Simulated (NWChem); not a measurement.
# CH3Cl (chloromethane) at 3 levels

Wanted: a comparison of 3 runs (B2PLYP/def2-TZVPP, PBE0/def2-TZVPP, wB97X/def2-TZVPP) of CH3Cl (chloromethane). 

The results are computed with NWChem 7.3.0.

### 1 The system as given

CH3Cl: 5 atoms, total charge 0, spin state singlet. As SMILES, `CCl`. The C1–H3 distance was set to 1.631 Å, away from the relaxed value. At this shape a bond of the SMILES string is far longer than usual.

Bond lengths: C1–Cl2 1.773 Å, C1–H4 1.088 Å, C1–H5 1.088 Å. Angles: Cl2–C1–H4 108.7°, Cl2–C1–H5 108.6°, H4–C1–H5 110.3°. A long bond or contact: C1–H3 1.631 Å.

### 2 A single-point energy at B2PLYP/def2-TZVPP (run 1)

mymol.nw

```
start mymol
title "CH3Cl energy"
memory total 2200 mb

geometry noautosym nocenter noautoz
 C       -0.038947       0.372715      -0.345416
 Cl       1.551353       0.071915      -1.069216
 H       -0.284800      -0.715400       0.844700
 H       -0.798047       0.265615      -1.116816
 H       -0.051847       1.382415       0.058384
end

basis spherical bse
 * library def2-TZVPP
end

dft
 xc hfexch 0.53 becke88 0.47 lyp 0.73 mp2 0.27
 dftmp2 semidirect
 mult 1
 grid fine
 convergence energy 1e-08
 iterations 100
 mulliken
end

mp2
 freeze core 6
end

task dft
```

Started as:

```
$ nwchem mymol.nw > mymol.out
```

The program printed:

```text
[...]
          Wavefunction type:  closed shell.
          No. of atoms     :     5
          No. of electrons :    26
[...]
          Charge           :     0
          Spin multiplicity:     1
[...]
          AO basis - number of functions:   115
[...]
              XC Information
              --------------
                     Hartree-Fock (Exact) Exchange  0.530
                    Becke 1988 Exchange Functional  0.470
              Lee-Yang-Parr Correlation Functional  0.730
[...]
 d= 0,ls=0.0,diis     1   -499.7336625551 -5.50D+02  3.19D-03  3.58D-01     2.8
[...]
 d= 0,ls=0.0,diis     8   -499.7650235399 -7.72D-09  5.44D-07  8.72D-09    14.3
         Total DFT energy =     -499.765023539940
      One electron energy =     -787.339450331618
           Coulomb energy =      272.058302130642
    Exchange-Corr. energy =      -34.361973259179
 Nuclear repulsion energy =       49.878097920215
[...]
      Total Density - Mulliken Population Analysis
     ---------------------------------------------
    Atom       Charge   Shell Charges
 -----------   ------   -------------------------------------------------------
    1 C    6     6.20   0.85  1.12  0.52  0.67  0.10  1.17  1.31  0.36  0.02  0.08  0.00
    2 Cl  17    17.13   2.01  0.44  1.52  1.13  0.81  4.19  1.68  1.12  2.75  1.42  0.00  0.01  0.04  0.01
    3 H    1     0.95   0.17  0.47  0.29  0.00  0.02  0.00
    4 H    1     0.86   0.27  0.45  0.10  0.01  0.02  0.00
    5 H    1     0.86   0.27  0.45  0.10  0.01  0.02  0.00
[...]
  Basis functions       =    115
[...]
```

It took 18 s on 1 thread of Intel Xeon 6975P-C (Granite Rapids), shared host; peak memory 0.28 GiB.

### 3 The energy at PBE0/def2-TZVPP (run 2)

ch3cl.nw

```
start ch3cl
title "CH3Cl energy"
memory 2200 mb
charge 0

geometry units bohr noautosym nocenter noautoz
 C  -0.07359916  0.70432927 -0.65274164
 Cl  2.93163229  0.13589965 -2.02052541
 H  -0.53819400 -1.35191007  1.59625166
 H  -1.50809026  0.50193960 -2.11047637
 H  -0.09797663  2.61238574  0.11032977
end

basis spherical bse
 * library def2-TZVPP
end

dft
 xc pbe0
 grid fine
 convergence energy 1e-08
 maxiter 100
 mulliken
 print medium
end

task dft energy
```

Started as:

```
$ nwchem ch3cl.nw > ch3cl.out
```

The program printed:

```text
[...]
          Wavefunction type:  closed shell.
          No. of atoms     :     5
          No. of electrons :    26
[...]
          Charge           :     0
          Spin multiplicity:     1
[...]
          AO basis - number of functions:   115
[...]
              XC Information
              --------------
                         PBE0 Method XC Functional
                     Hartree-Fock (Exact) Exchange  0.250
          PerdewBurkeErnzerhof Exchange Functional  0.750
            Perdew 1991 LDA Correlation Functional  1.000 local
           PerdewBurkeErnz. Correlation Functional  1.000 non-local
[...]
 d= 0,ls=0.0,diis     1   -499.8250884726 -5.50D+02  4.03D-03  5.61D-01     2.1
[...]
 d= 0,ls=0.0,diis     8   -499.8593750172 -2.94D-09  1.21D-06  5.83D-08    13.8
         Total DFT energy =     -499.859375017178
      One electron energy =     -787.429586739831
           Coulomb energy =      272.141604135711
    Exchange-Corr. energy =      -34.449486789794
 Nuclear repulsion energy =       49.878094376736
[...]
      Total Density - Mulliken Population Analysis
     ---------------------------------------------
    Atom       Charge   Shell Charges
 -----------   ------   -------------------------------------------------------
    1 C    6     6.23   0.85  1.12  0.52  0.68  0.08  1.18  1.34  0.36  0.01  0.08  0.00
    2 Cl  17    17.12   2.01  0.43  1.52  1.13  0.81  4.19  1.67  1.12  2.78  1.38  0.00  0.01  0.04  0.01
    3 H    1     0.94   0.17  0.47  0.28  0.00  0.02  0.00
    4 H    1     0.85   0.27  0.44  0.10  0.01  0.03  0.00
    5 H    1     0.85   0.27  0.44  0.10  0.01  0.03  0.00
[...]
```

Wall time 15 s (1 thread of Intel Xeon 6975P-C (Granite Rapids), shared host); peak memory 0.12 GiB.

### 4 A single-point energy at wB97X/def2-TZVPP (run 3)

ch3cl.nw

```
start ch3cl
memory total 2200 mb

geometry units angstroms noautosym nocenter noautoz
 C     -0.038947     0.372715    -0.345416
 Cl     1.551353     0.071915    -1.069216
 H     -0.284800    -0.715400     0.844700
 H     -0.798047     0.265615    -1.116816
 H     -0.051847     1.382415     0.058384
end

basis "ao basis" spherical bse
 C library def2-TZVPP
 Cl library def2-TZVPP
 H library def2-TZVPP
end

dft
 xc wb97x
 grid fine
 convergence energy 1e-08
 maxiter 100
 mulliken
end

task dft energy
```

Started as:

```
$ nwchem ch3cl.nw > ch3cl.out
```

The program printed:

```text
[...]
          Wavefunction type:  closed shell.
          No. of atoms     :     5
          No. of electrons :    26
[...]
          Charge           :     0
          Spin multiplicity:     1
[...]
          AO basis - number of functions:   115
[...]
              XC Information
              --------------
                       wb97x  Method XC Functional
                     Hartree-Fock (Exact) Exchange  1.000
                         wb97x Exchange Functional  1.000
                      wb97x Correlation Functional  1.000
[...]
 d= 0,ls=0.0,diis     1   -500.0110216506 -5.50D+02  3.20D-03  6.27D-01     6.0
[...]
 d= 0,ls=0.0,diis     8   -500.0464064392 -6.86D-09  6.62D-07  3.49D-09    57.1
         Total DFT energy =     -500.046406439195
      One electron energy =     -787.452541769860
           Coulomb energy =      272.169937162340
    Exchange-Corr. energy =      -34.641899751890
 Nuclear repulsion energy =       49.878097920215
[...]
      Total Density - Mulliken Population Analysis
     ---------------------------------------------
    Atom       Charge   Shell Charges
 -----------   ------   -------------------------------------------------------
    1 C    6     6.24   0.86  1.12  0.52  0.64  0.13  1.19  1.31  0.39  0.01  0.08  0.00
    2 Cl  17    17.11   2.01  0.43  1.52  1.12  0.80  4.19  1.67  1.14  2.77  1.39  0.00  0.01  0.04  0.01
    3 H    1     0.94   0.18  0.46  0.28  0.00  0.01  0.00
    4 H    1     0.86   0.27  0.46  0.09  0.01  0.02  0.00
    5 H    1     0.86   0.27  0.46  0.09  0.01  0.02  0.00
[...]
```

Wall time 58 s (1 thread of Intel Xeon 6975P-C (Granite Rapids), shared host); peak memory 0.11 GiB.

### 5 All runs side by side

```tsv
run	level	frozen core orbitals	energy (Eh)	dipole moment (D)	HOMO energy (eV)	LUMO energy (eV)	wall time
1	B2PLYP/def2-TZVPP	6	-499.891161	1.61	-9.27	0.44	18 s
2	PBE0/def2-TZVPP	–	-499.859375	1.54	-8.15	-0.79	15 s
3	wB97X/def2-TZVPP	–	-500.046406	1.60	-10.55	1.37	58 s
```

### 6 Results

| quantity | value |
| --- | --- |
| run 3: total energy | -500.04641 Eh |
| run 3: dipole moment | 1.60 D |
| run 3: HOMO energy | -10.55 eV |
| run 3: LUMO energy | 1.37 eV |
| run 3: HOMO–LUMO gap | 11.92 eV |

**Reading.** The dipole moment (its size) runs from 1.54 D (PBE0/def2-TZVPP) to 1.61 D (B2PLYP/def2-TZVPP). A double hybrid's value is that of its SCF part. The HOMO–LUMO gap runs from 7.36 eV (PBE0/def2-TZVPP) to 11.92 eV (wB97X/def2-TZVPP). Totals of different functionals can't be ranked against each other. All runs together took 91 s, the longest 58 s.
